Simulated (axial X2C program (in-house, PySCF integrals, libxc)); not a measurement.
**NBO²⁺: bond lengths and stretches, held linear**

An exercise on one series of results from a longer session: the logs are not shown, and one member is left open.

The runs use an in-house X2C program for linear molecules on PySCF integrals; all-electron X2C, two-component (2c) or spin-free, N dyall-av3z, B dyall-v3z, O dyall-av3z.

All values are calculated.

2 further runs of the same task are left out: 2 set aside as unsound or not needed.

The first run:

File task.json:

```json
{"zs": [7, 5, 8], "q": 2, "bas": ["dyall-av3z", "dyall-v3z", "dyall-av3z"], "r0": [1.38, 1.35], "symm": 0, "scan": ["PBE0", "HF", "PBE"], "levels": ["PBE0", "HF", "TPSSh"], "nst": 2}
```

Keys: zs atomic numbers; q charge; bas basis sets; r0 starting distance in Å; symm equal bonds; scan levels of the two-bond scan (MP2 follows by itself at each HF point); levels methods; nst determinants followed.

Started as:

```
$ python solin.py task.json out
```

Masses N 14.003, B 11.009, O 15.995 u.

Steps of the session up to this table: Scan at PBE0, 2c; Scan at HF, 2c; Scan at PBE, 2c.

One table of the session follows, with a row left open; its other results are not shown here.

```
          level  r(N–B) (Å)  r(B–O) (Å)  lower stretch (cm⁻¹)  upper stretch (cm⁻¹)
       PBE0, 2c       1.517       1.288                 714.8                1674.0
         HF, 2c       1.518       1.268                 786.4                1798.7
        PBE, 2c       1.515       1.303                 673.0                1529.2
        MP2, 2c       1.529       1.293                 735.9                1713.1
PBE0, spin-free           ?           ?                     ?                     ?
  HF, spin-free       1.518       1.268                 786.5                1798.7
 PBE, spin-free       1.515       1.303                 673.2                1529.1
 MP2, spin-free       1.529       1.293                 736.0                1713.1
```

Q: Estimate the row for PBE0, spin-free from the others.

As computed: r(N–B) (Å): 1.517; r(B–O) (Å): 1.288; lower stretch (cm⁻¹): 714.9; upper stretch (cm⁻¹): 1673.9.

Scans not shown above were run alike.

Caveats from the session: A multiply charged ion may be only metastable. The molecule was held linear; bending was not examined, so a bent shape may lie lower. Note: functional without a current term on a determinant with orbital currents, of the molecule or an atom.
